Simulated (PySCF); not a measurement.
Atoms are numbered as in `[CH3:1][CH2:2][C:3](=[O:4])[CH2:5][CH3:6]` (H(Xn): hydrogen on atom n).

GIAO PBE0/pcSseg-1 shifts (PySCF, gas phase, non-relativistic, equivalent atoms averaged), each against references optimised in the same way as the molecule (TMS, H2O).

On the GFN2-xTB geometry: C3 215.4, C2/C5 39.7, C1/C6 9.5, O4 645.4, H(C2)/H(C5) 2.35, H(C1)/H(C6) 1.10 ppm.

**Question.** What changes on the PBE0-D3(BJ)/def2-SVP geometry?

**Answer.** 
```csv
atoms,δ (ppm),change
C3,213.5,-1.9
C2/C5,37.2,-2.5
C1/C6,8.7,-0.8
O4,659.7,+14.3
H(C2)/H(C5),2.23,-0.12
H(C1)/H(C6),1.03,-0.07
```

Bonds between heavy atoms that differ most (equivalent bonds averaged): C1–C2 1.523 → 1.515 Å, C3–O4 1.203 → 1.208 Å. Mean change of bonds to hydrogen: C–H +0.012 Å.
